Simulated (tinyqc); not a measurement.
Worked calculation: CID on RHF in the sto-3g basis, frozen core, for LiH, spin multiplicity 1. One step of it, computed by the program tinyqc.

Question. CID: roots. Diagonalise (each vector has its largest component positive (the first on a tie)); all determinants have Ms = 0, so triplets appear too. The lowest singlet root is the correlation energy.

Occupation strings over the orbitals (2 doubly, a alpha, b beta, 0 empty; spin orbitals ordered 1a 1b 2a 2b ...): 220000 202000 20a00b 200200 200020 20b00a 200002

H - E(HF) between determinants (hartree):
```
           220000     202000     20a00b     200200     200020     20b00a     200002
220000   0.000000   0.018365  -0.040903   0.021664   0.021664   0.040903   0.128858
202000   0.018365   0.619312   0.105926   0.041336   0.041336  -0.105926   0.029066
20a00b  -0.040903   0.105926   0.563426  -0.012581  -0.012581  -0.029066   0.023749
200200   0.021664   0.041336  -0.012581   0.637058   0.016869   0.012581   0.019576
200020   0.021664   0.041336  -0.012581   0.016869   0.637058   0.012581   0.019576
20b00a   0.040903  -0.105926  -0.029066   0.012581   0.012581   0.563426  -0.023749
200002   0.128858   0.029066   0.023749   0.019576   0.019576  -0.023749   0.792558
```

Give: lowest roots of this matrix, relative to E(HF); lowest vectors; <S^2> of these roots; weight of the ground state by excitation level 0, 1, 2, ....

Answer.

lowest roots of this matrix, relative to E(HF) (hartree): -0.029  0.444  0.534  0.620  0.663  0.738  0.843

lowest vectors:
```
        root 1  root 2  root 3  root 4
220000   0.980   0.096   0.000   0.000
202000  -0.043   0.667   0.000   0.000
20a00b   0.077  -0.483   0.707   0.000
200200  -0.021  -0.199   0.000   0.707
200020  -0.021  -0.199   0.000  -0.707
20b00a  -0.077   0.483   0.707   0.000
200002  -0.156  -0.003   0.000   0.000
```

<S^2> of these roots: 0.000  0.000  2.000  0.000  0.000  0.000  0.000

weight of the ground state by excitation level 0, 1, 2, ...: 0.961  0.000  0.039
